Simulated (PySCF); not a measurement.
Molecule: SMILES CCC(=O)CC, C5H10O.

Mapped SMILES: `[CH3:1][CH2:2][C:3](=[O:4])[CH2:5][CH3:6]`. Hydrogens are named by the atom that carries them.

Spin–spin couplings on one PBE0-D3(BJ)/def2-SVP geometry, PySCF 2.14.0 with density-fitted response routines, gas phase, non-relativistic, equivalent pairs averaged (without the spin–dipole term); isotopes ¹³C; functional B3LYP.

Reference values (Hz): ¹J(C1,C2) = 35.7 (measured; liquid or solution; F. J. Weigert, PhD thesis, Caltech 1968 (Carbon-13 magnetic resonance spectroscopy)); ¹J(C2,C3) = 39.7 (measured; liquid or solution; F. J. Weigert, PhD thesis, Caltech 1968 (Carbon-13 magnetic resonance spectroscopy)).

Task: How do the couplings (Hz) change with the basis set? Times are CPU seconds on shared hosts with different chips, so compare them loosely. Far from the basis limit: 6-31G*, pcJ-0, 6-31G-J, def2-TZVP, cc-pVTZ.

Result: 
```
basis set  functions  ¹J(C1,C2)  ¹J(C2,C3)  mean abs. error  core-s
   6-31G*        104       52.7       54.0             15.6     9.8
    pcJ-0        108       31.0       29.9              7.2     9.8
  6-31G-J        112       40.2       40.2              2.5      22
def2-TZVP        246       38.5       40.0              1.6      64
    pcJ-1        262       40.1       41.4              3.1      49
  cc-pVTZ        320       29.0       35.2              5.6      65
```

Errors compare magnitudes, without vibrational corrections, and the largest couplings weigh most in the mean. Closest: def2-TZVP; furthest: 6-31G*.

The Fermi-contact term samples the wavefunction at the nucleus, which is why sets with added tight s functions (names with J) are made for couplings. Agreement of an ordinary basis with the reference is then largely a cancellation of errors.
